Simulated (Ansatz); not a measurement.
Cost and result for the atomization energy of `[O]C=O` radical (4 atoms, 3 bonds).

The species carries charge 0 and has multiplicity 2. All single points use the PBE0-D4/def2-TZVP geometry. Program: Ansatz. All runs use 2 threads of a server CPU on a shared host. Times are those of one run each, without the atoms' runs, and a repeat can differ threefold. Electronic energies, without spin–orbit coupling; frozen cores. CCSD(T)/CBS extrapolates def2-TZVPP and def2-QZVPP, and its time is that of the two runs behind it. T1 = 0.084; ⟨S²⟩ of the reference is 0.77. HSE06 is the plane-wave form, built on full-range PBE exchange.

CCSD(T)/CBS is a level of theory with its own doubt, some kJ/mol a heavy atom from the limit and from the frozen cores, so smaller differences don't rank the functionals.

```
                             level  functions  wall time
               HSE06-D4/def2-TZVPP        107      1.3 s
                  CCSD(T)/def2-SVP         47      1.3 s
r2SCAN-D4/def2-TZVPP (with forces)        107      1.4 s
             r2SCANh-D4/def2-TZVPP        107      1.4 s
           CAM-B3LYP-D4/def2-TZVPP        107      1.6 s
               BHLYP-D4/def2-TZVPP        107      2.2 s
                 B97M-V/def2-TZVPP        107      2.8 s
                 B2PLYP/def2-TZVPP        107      3.8 s
                ωB97X-V/def2-TZVPP        107      4.5 s
  ωB97M-V/def2-TZVPP (with forces)        107      6.5 s
                CCSD(T)/def2-TZVPP        107        7 s
                CCSD(T)/def2-QZVPP        201       59 s
                 CCSD(T)/CBS(def2)          –       66 s
```

(1) What atomization energy does each give, and how far from CCSD(T)/CBS? (Estimate.)

Answers

(1) Ansatz gave: 
| level | atomization (kcal/mol) | difference from CCSD(T)/CBS | per bond |
| --- | --- | --- | --- |
| HSE06-D4/def2-TZVPP | 387.0 | 10.6 | 3.6 |
| CCSD(T)/def2-SVP | 355.1 | -21.3 | -7.1 |
| r2SCAN-D4/def2-TZVPP (with forces) | 393.8 | 17.4 | 5.8 |
| r2SCANh-D4/def2-TZVPP | 383.9 | 7.5 | 2.5 |
| CAM-B3LYP-D4/def2-TZVPP | 383.5 | 7.1 | 2.4 |
| BHLYP-D4/def2-TZVPP | 347.3 | -29.1 | -9.7 |
| B97M-V/def2-TZVPP | 386.7 | 10.3 | 3.4 |
| B2PLYP/def2-TZVPP | 379.9 | 3.5 | 1.2 |
| ωB97X-V/def2-TZVPP | 381.0 | 4.6 | 1.5 |
| ωB97M-V/def2-TZVPP (with forces) | 381.3 | 4.9 | 1.6 |
| CCSD(T)/def2-TZVPP | 363.9 | -12.5 | -4.2 |
| CCSD(T)/def2-QZVPP | 371.3 | -5.1 | -1.7 |
| CCSD(T)/CBS(def2) | 376.4 | 0.0 | 0.0 |

Leaving LDA and LC-ωPBE aside and taking each functional with its dispersion term where it has one, the values, not all of them listed here, spread over 69.1 kcal/mol, from BHLYP-D4 to PBE-D4. LDA lies +63.8 kcal/mol from PBE without D4, its usual overbinding. From PBE to PBE0 (25 % exact exchange), in def2-TZVPP and without D4, the atomization energy moves by −30.0 kcal/mol: exact exchange takes away binding that semilocal exchange gives to molecules. In def2-TZVPP, CCSD(T) changes the Hartree–Fock value by +139.1 kcal/mol (the triples alone add +13.8 kcal/mol) and MP2 by +144.2 kcal/mol; breaking electron pairs costs correlation energy, which Hartree–Fock lacks.
